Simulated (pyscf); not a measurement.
## Four-centre exchange: H₂B–NH₂ (SMILES BN) + H₂ (SMILES [H][H]) -> H₂B–NH₂ (SMILES BN) + H₂ (SMILES [H][H])

Gas phase, singlet surface, charge 0. Bonds broken: B1–H7, H3–H8. Bonds formed: B1–H3, H7–H8. Single points on ωB97X-D3(BJ)/def2-SVP structures (PySCF, gas phase).

Transition state (Å):

```xyz
8

B     -1.0015    -0.0472    -0.6992
N     -0.9225     0.4243     0.6998
H     -0.8005    -1.3549    -0.7720
H     -2.0001     0.0462    -1.3721
H     -0.0441     0.2755     1.1869
H     -1.1780     1.4025     0.7992
H     -0.0650     0.3337    -1.5424
H     -0.0682    -0.7558    -1.2286
```

One imaginary mode, 1112i cm⁻¹; descent along it reached the two sides named.

| bond | change | reactant side (Å) | saddle | product side |
|---|---|---|---|---|
| B1–H7 | breaks | 1.211 | 1.316 | 3.1 |
| H3–H8 | breaks | 0.760 | 1.051 | 3.4 |
| B1–H3 | forms | 3.2 | 1.325 | 1.211 |
| H7–H8 | forms | 3.2 | 1.134 | 0.760 |

Electronic energies relative to the separated reactants (eV):

```json
[
 {"level": "ωB97X-D3(BJ)/def2-TZVP", "barrier": "1.64", "reaction energy": "0.00", "reverse barrier": "1.64"},
 {"level": "PBE/def2-TZVP", "barrier": "1.34", "reaction energy": "0.00", "reverse barrier": "1.34"},
 {"level": "r²SCAN/def2-TZVP", "barrier": "1.43", "reaction energy": "0.00", "reverse barrier": "1.43"},
 {"level": "B3LYP-D3(BJ)/def2-TZVP", "barrier": "1.67", "reaction energy": "0.00", "reverse barrier": "1.67"},
 {"level": "PBE0-D3(BJ)/def2-TZVP", "barrier": "1.39", "reaction energy": "0.00", "reverse barrier": "1.39"},
 {"level": "M06-2X/def2-TZVP", "barrier": "1.72", "reaction energy": "0.00", "reverse barrier": "1.72"},
 {"level": "ωB97M-D3(BJ)/def2-TZVP", "barrier": "1.62", "reaction energy": "0.00", "reverse barrier": "1.62"},
 {"level": "HF/def2-TZVP", "barrier": "2.34", "reaction energy": "0.00", "reverse barrier": "2.34"}
]
```

With ωB97M-D3(BJ)/def2-TZVP energies and thermal terms (ideal gas, 1 atm, RRHO with modes under 100 cm⁻¹ raised to 100, one conformer, R ln 2 for chiral ones without a mode under 150 cm⁻¹), in eV:

| T (K) | ΔH‡ | ΔG‡ | ΔH | ΔG |
|---|---|---|---|---|
| 298 | 1.68 | 2.00 | 0.00 | 0.00 |
| 600 | 1.64 | 2.34 | 0.00 | 0.00 |
| 900 | 1.62 | 2.69 | 0.00 | 0.00 |
| 1200 | 1.62 | 3.05 | 0.00 | 0.00 |

At the saddle there is also a short B–H contact that neither side keeps. This is the saddle that the search found; another between the same sides may lie lower.
